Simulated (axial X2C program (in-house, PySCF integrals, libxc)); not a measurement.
## Testing model relations on SiH

A bond curve at the CCSD(T) level, with spin–orbit coupling, was computed with an in-house relativistic program for diatomic molecules (basis Si dyall-v3z [8s7p2d1f], H dyall-v3z [6s2p1d] (cores contracted in-house)) for the state Ω = 1/2 (⟨Sz⟩ = -0.50, ⟨Lz⟩ = 1.00 at HF). Its fit gives Re = 1.5291 Å, ωe = 2028.3 cm⁻¹, ωexe = 36 cm⁻¹ and αe = 2.136e-01 cm⁻¹; the masses are 27.9769 and 1.0078 u. Two-component means X2C with spin–orbit coupling and atomic mean-field Coulomb and Gaunt terms.

Correlated methods: 5 electrons correlated (number of frozen shells: Si 2 s, 1 p; H none), 101 virtual spin orbitals or spinors in MP2, 71 natural virtuals in coupled cluster.

(1) Find the reduced mass, Be and the force constant.

(2) Scale the constants to the deuteride (D 2.0141 u) within the Born–Oppenheimer picture.

(3) Where do the fundamental and the first overtone lie?

(4) Estimate De from a Morse curve and compare with the computed well depth of 3.112 eV to Si + H.

(5) A Morse curve ties αe to the other constants (Pekeris). How well does that hold?

The state is one determinant whose occupation by symmetry is held fixed; it was picked as the lowest of a PBE0 search that is not exhaustive. De is counted from the lowest determinant-based energies of the atoms at the same level, without counterpoise correction. CCSD and (T) use frozen natural virtuals with an MP2 correction for the truncation; (T) itself is uncorrected, so its De runs slightly low. In 2c an atomic determinant is not the ground J level, so De misses part of the atomic spin–orbit lowering. This holds for CCSD(T).

Results:

(1) From the CCSD(T) values: μ = 0.9728 u. Be = 16.8576/(μ Re²) = 7.412 cm⁻¹. k = 5.8918×10⁻⁷ μ ωe² = 2.36 mdyn/Å.

(2) ρ = √(μH/μD) = 0.7195; ωe = 1459.5, ωexe = 18.6, Be = 3.837 cm⁻¹; the zero-point energy falls by 280 cm⁻¹.

(3) ν(1←0) = ωe − 2ωexe = 1956.3 cm⁻¹; ν(2←0) = 2ωe − 6ωexe = 3840.6 cm⁻¹.

(4) De(Morse) = ωe²/(4ωexe) = 3.542 eV against 3.112 eV computed, a ratio of 1.14. For De the Morse form works well here.

(5) αe(Morse) = 6Be²/ωe × (√(ωexe/Be) − 1) = 1.956e-01 cm⁻¹; the CCSD(T) curve gives 2.136e-01 cm⁻¹, a ratio of 0.92.
